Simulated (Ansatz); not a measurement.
Process, species as SMILES: O=[N] (N-O) → N atom + O atom
B3LYP-D3(BJ)/def2-TZVP geometries, fixed; electronic energies without zero-point terms.

The atomisation energy at CCSD(T) with Ansatz (a program for electronic structure), in kcal/mol, split into its Hartree-Fock and correlation parts. Cores are frozen. Open shells are unrestricted. No added dispersion term, no relativity. Functions are those of the species that has most.

```tsv
basis	X	functions	Hartree-Fock	CCSD(T)
cc-pVDZ	2	28	48.82	131.23
cc-pVTZ	3	60	53.33	143.08
cc-pVQZ	4	110	54.05	148.07
cc-pV5Z	5	182	54.14	149.80
```

Worked estimate of the basis-set limit from each neighbouring pair, with Hartree-Fock from the larger set and the correlation part extrapolated as X^-3.
Correlation parts: X = 2: 82.41, X = 3: 89.75, X = 4: 94.02, X = 5: 95.66.
- (2,3): (27·(89.75) - 8·(82.41))/19 = 92.84; with Hartree-Fock 53.33 the estimate is 146.17 kcal/mol.
- (3,4): (64·(94.02) - 27·(89.75))/37 = 97.14; with Hartree-Fock 54.05 the estimate is 151.19 kcal/mol.
- (4,5): (125·(95.66) - 64·(94.02))/61 = 97.38; with Hartree-Fock 54.14 the estimate is 151.52 kcal/mol.
The last two estimates differ by 0.33 kcal/mol; the largest set lies 1.72 from the last. Over the last step Hartree-Fock moves by 0.09 and the correlation part by 1.64.
